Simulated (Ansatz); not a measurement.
Hf₃Be: from a trial structure to a relaxed crystal

Level of theory: DFT PBE, scalar-relativistic, plane waves, PAW in Ansatz 0.2.0. Cutoff 420 eV, Γ-centred k mesh, Gaussian smearing, no spin polarisation in the final step.

Hf₃Be was placed on the Ni3Sn (D0_19) structure type (P6_3/mmc, No. 194), with Be in place of Sn, Hf in place of Ni, at a guessed volume.

```yaml
crystal:
  lattice:
    - [6.04635, 0.00000, 0.00000]
    - [-3.02317, 5.23629, 0.00000]
    - [0.00000, 0.00000, 4.85313]
  atoms:
    - { symbol: Hf, position: [0.83300, 0.66600, 0.25000] }
    - { symbol: Hf, position: [0.16700, 0.83300, 0.75000] }
    - { symbol: Hf, position: [0.33400, 0.16700, 0.25000] }
    - { symbol: Hf, position: [0.16700, 0.33400, 0.75000] }
    - { symbol: Hf, position: [0.83300, 0.16700, 0.25000] }
    - { symbol: Hf, position: [0.66600, 0.83300, 0.75000] }
    - { symbol: Be, position: [0.33333, 0.66667, 0.25000] }
    - { symbol: Be, position: [0.66667, 0.33333, 0.75000] }
```

Cell and atoms relax at zero pressure; the relaxation can't lower the symmetry of the start. After a coarse first stage the cell is made exact in the group found at 0.06 Å.

Formation energies are uncorrected and refer to the elements' standard structures at the same level.

Task: Describe the relaxed structure.

Result: It keeps P6_3/mmc (No. 194). The result has the Ni3Sn (D0_19) structure. Conventional cell: a = 6.002 Å, c = 4.874 Å. Hf is coordinated by 8 Hf at 2.90–3.10 Å and 4 Be at 2.96–3.00 Å; Be has 12 Hf at 2.96–3.00 Å.

Space group P6_3/mmc (No. 194). a = 6.002 Å, b = 6.002 Å, c = 4.874 Å, α = 90.00°, β = 90.00°, γ = 120.00°
```csv
atom,site,symmetry,x,y,z
Hf,6h,mm2,0.8276,0.6552,0.2500
Be,2c,-6m2,0.3333,0.6667,0.2500
```

Task: What are its volume, energy, density and gap?

Result: The volume per atom is 19.01 Å³, the density is 11.89 g/cm³ and the energy over the elements is 0.13 eV/atom. The gap on the 6×6×8 mesh is 0 eV (a metal).

The final run used a 6×6×8 mesh on its 8-atom cell and 0.10 eV smearing. The k mesh leaves about 4 meV/atom of noise in metals. Spin–orbit coupling is left out. A structure relaxed within its symmetry needn't be a true minimum.

Cost: 3 runs of about 4.8 core-minutes in all, on Arm Neoverse V2 (shared hosts).